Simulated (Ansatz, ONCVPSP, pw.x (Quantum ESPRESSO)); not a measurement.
**W (Z = 74): does the ONCV potential hold in the solid?**

```json
{"Element": "tungsten (W)", "Generator": "ONCVPSP 4.0.1.1 (patched build)", "Type": "optimised norm-conserving Vanderbilt (ONCV)", "Functional": "PBEsol", "Relativity": "scalar-relativistic", "Frozen core": "[Kr] 4d10 4f14", "Valence charge": "14", "Reference configuration": "5s2 5p6 5d4 6s2", "Partial waves": "5s+6s: rc 2.00 bohr, ncon 4, nbas 8, qcut 5.7 1/bohr, 2 projectors; 5p: rc 1.55 bohr, ncon 5, nbas 8, qcut 8 1/bohr, 2 projectors, debl 0.3 Ha; 5d: rc 1.55 bohr, ncon 4, nbas 9, qcut 5.5 1/bohr, local; f scattering state at 0.44 Ha: rc 1.65 bohr, ncon 4, nbas 7, qcut 7.4 1/bohr, 2 projectors, debl 1.6 Ha", "Local potential": "the d channel", "Core correction": "Teter function, fcfact 4.25, rcfact 1.25"}
```

In the p channel the program set the typed energies aside and used -1.588, 0.250 Ha.

Crystal test: diamond W in pw.x 7.5, no spin, 8³ k-points, Fermi–Dirac smearing 0.01 Ry, cutoffs 115/460 Ry. The reference is all-electron LAPW (Ansatz 0.2.0) with the same functional, mesh and smearing; V0 and B0 come from Birch–Murnaghan fits to the pressures at five volumes. Errors are pseudo minus all-electron; Δ is the rms difference of the E(V) curves that follow from these fits, minima aligned, over ±6 % about the mean V0. Mesh and smearing are coarse, so the numbers serve the comparison and aren't converged zero-temperature values; the lattice is a test structure that the element need not adopt.

All-electron: a0 = 5.760 Å (V0 = 23.89 Å³/atom), B0 = 129.0 GPa.

Task: How far does the potential miss the all-electron equation of state?

Result: mean pressure error (GPa): -0.38; a0 (Å): 5.755; a0 error (%): -0.10; B0 error (%): -0.1; Δ (meV/atom): 2.0.

| V (Å³/atom) | P all-electron (GPa) | P pseudo (GPa) |
| --- | --- | --- |
| 22.719 | 7.14 | 6.68 |
| 23.317 | 3.29 | 2.88 |
| 23.915 | -0.12 | -0.50 |
| 24.513 | -3.15 | -3.50 |
| 25.111 | -5.84 | -6.16 |

Task: At the middle volume, how do free energy and pressure move when the wave cutoff is lowered (ecutrho kept at four times it)?

Result:

```json
{"cutoff (Ry)": "52", "shift of F (meV/atom)": "+346.9", "shift of P (GPa)": "-15.18"}
{"cutoff (Ry)": "69", "shift of F (meV/atom)": "+17.3", "shift of P (GPa)": "-0.13"}
{"cutoff (Ry)": "92", "shift of F (meV/atom)": "+5.7", "shift of P (GPa)": "-0.13"}
```

The run at the middle volume (29 k-points, 9 iterations) took about 3.1 min on one core of a shared host (Neoverse-N1, 64 threads, 124 GiB, load 60).
